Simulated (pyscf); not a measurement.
H₃C–GaH–CH₃ (SMILES [CH3][GaH][CH3]) + HCl (SMILES Cl) → H₃C–Ga(CH₃)–Cl (SMILES [CH3][Ga]([CH3])[Cl]) + H₂ (SMILES [H][H]) (four-centre exchange; singlet surface; Ga–H, Cl–H broken, Cl–Ga, H–H formed). Single points on ωB97X-D3(BJ)/def2-SVP structures (PySCF, gas phase). Rate constants from transition-state theory, ωB97M-D3(BJ)/def2-TZVP energies (ideal gas, 1 atm, RRHO with modes under 100 cm⁻¹ raised to 100, one conformer, R ln 2 for rigid chiral ones; no tunnelling), k in cm³ molecule⁻¹ s⁻¹.

```
T (K)  1000/T  log10 k
-----  ------  -------
298     3.354   -14.88
600     1.667   -13.86
900     1.111   -13.38
1200    0.833        ?
```

Task: Fit an Arrhenius line to the three values, give the activation energy, and predict k at 1200 K.

Result: Least squares gives log10 k = -12.70 − 0.65 × 1000/T, so Ea = 0.65 × ln 10 × 1.987 = 3.0 kcal/mol, against an electronic barrier of 1.6. At 1200 K the line gives -13.24; the computed value is -13.04 (ΔG‡ = 42.0 kcal/mol), a factor 1.6 over the line, since the plot is curved. On the reactant side the descent ends in a complex, 6.6 kcal/mol under the separated species and 5.7 kcal/mol under the saddle at ωB97X-D3(BJ)/def2-TZVP. At ωB97X-D3(BJ) the barrier from the zero used here is -0.9 kcal/mol. One saddle was located; it need not be the lowest between these sides. Elements up to Kr have no core potential and no relativistic terms here.
